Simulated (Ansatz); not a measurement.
## K2Si: from a trial structure to a relaxed crystal

Method: Ansatz, DFT PBE, scalar-relativistic, plane waves, PAW.

K2Si was placed on the anti-CaC2 structure type (I4/mmm, No. 139), with Si in place of Ca, K in place of C, at a guessed volume.

The final relaxation ran on this input, with the default PAW datasets:

```yaml
crystal:
  lattice:
    - [-2.0792534369, 2.0792534369, 6.4363570085]
    - [2.0792534369, -2.0792534369, 6.4363570085]
    - [2.0792534369, 2.0792534369, -6.4363570085]
  atoms:
    - { symbol: K, position: [0.6402574999, 0.6402574999, 0.0] }
    - { symbol: K, position: [0.3597425001, 0.3597425001, 0.0] }
    - { symbol: Si, position: [0.0, 0.0, 0.0] }
basis:
  ecutwfc: 420
kpoints:
  mp_grid: { grid: [16, 16, 16] }
hamiltonian:
  xc: pbe
scf:
  occupations: { method: gaussian, width: 0.1 }
output:
  forces: true
  stress: true
  eigenvalues: true
  write_density: true
  write_potential: true
  elf: true
  volumetric_format: npy
relax:
  adjacent_minimum: "off"
  f_tol: 0.01
  max_steps: 80
  cell: { stress_tol: 0.05 }
```

Launched as:

```bash
ansatz run input.yaml --threads 1 --pin off --max-ram 2560MiB --backend cpu --events-out ev --progress --plain --runs-dir out
```

It took 73 s on 1 thread of Intel(R) Xeon(R) 6975P-C (Granite Rapids) (shared host), peak memory 0.83 GiB.

The program printed at the end:

```
SCF converged after 5 iterations
Free energy (F): -3710.106028 eV
Harris-Foulkes:  -3710.106028 eV  (|F-HF|=3.18e-12)
Internal energy: -3710.087948 eV  (E = F + TS)
E sigma→0 (E₀):  -3710.096988 eV
Entropy (-TS):   -0.018079 eV (-6.026 meV/atom)
Fermi energy:    3.555430 eV
--- Per-component energies (eV) ---
  E_band       = -232.875328
  E_kinetic    = 543.688825
  E_local      = -1304.683784  (includes V_loc(G=0)·N_el)
  E_nonlocal   = 51.591168
  E_hartree    = 454.473006
  E_xc         = -322.760877
  E_vxc        = -372.779512  (∫ρ·V_xc dr)
  E_paw        = -2075.767699  (= ΣΔE_a)
  E_vpaw       = -59.638047  (= ΣTr[D̂ρ^β])
  E_aug_tail   = 0.000001  (compensation charges beyond the density's cutoff)
  E_ewald      = -1056.628587
  E_smearing   = -0.018079  (= −TS)
  E_closure    = 0.000000  (closes the sum)
  Σ components = -3710.106028   (vs F -3710.106028, Δ=0.00e0)
--- Forces (eV/Å), atoms counted from 1 ---
  atom   1  K      0.00000000     0.00000000     0.00158001
  atom   2  K      0.00000000     0.00000000    -0.00158001
  atom   3  Si     0.00000000     0.00000000     0.00000000
  max |Σ_I F_I| component: 3.94e-31 eV/Å
--- Stress (GPa, compression-positive) ---
        0.002354       0.000000       0.000000
        0.000000       0.002354       0.000000
        0.000000       0.000000       0.022039
  P = ⅓ Tr σ = 0.0089 GPa (0.089 kbar)
--- Relaxed structure (3 steps of the walk, 3 accepted, 1 SCFs on fresh bases) ---
  F+E_penalty+E_count = -3710.10602780 eV   max|allowed force component| = 1.580e-3 eV/Å   (the final SCF, on the basis selected at the relaxed cell)
  cell:  # Å, volume = 113.0394 Å³
    - [-2.092367, 2.092367, 6.454970]
    - [2.092367, -2.092367, 6.454970]
    - [2.092367, 2.092367, -6.454970]
  atoms:
    - { symbol: K, position: [0.639462, 0.639462, 0.000000] }
    - { symbol: K, position: [0.360538, 0.360538, 0.000000] }
    - { symbol: Si, position: [0.000000, 0.000000, 0.000000] }
```

Total energies depend on the potentials used, so only differences within one code and one set of settings carry meaning.

The result has space group I4/mmm (No. 139). K has 4 Si at 3.46 Å and 1 K at 3.60 Å; Si is coordinated by 8 K at 3.46 Å.

Against the elements it lies at 0.43 eV/atom. The zero of energy is the elements' standard structures at the same level; no fitted shifts are applied.

The k mesh leaves about 4 meV/atom of noise in metals.

A structure relaxed within its symmetry needn't be a true minimum.